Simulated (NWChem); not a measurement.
Species: ammonia (NH3); SMILES N

```xyz
4

N      0.0000     0.0000     0.1389
H      0.6618     0.6618    -0.2664
H      0.2422    -0.9040    -0.2664
H     -0.9040     0.2422    -0.2664
```
Atoms are numbered in this order, from 1.

Computed with NWChem. Structure relaxed at the PBE0/def2-SVP level. Level: M05-2X/def2-SVP with COSMO at NWChem's default radii, gas-phase geometry; rows give the dielectric constant.

```tsv
dielectric constant	electrostatic solvation energy (kcal/mol)	dipole in solution (D)
1.5	-1.7	1.92
2.0	-2.5	1.97
4.8	-4.1	2.05
7.6	-4.6	2.08
78.4	-5.3	2.11
```
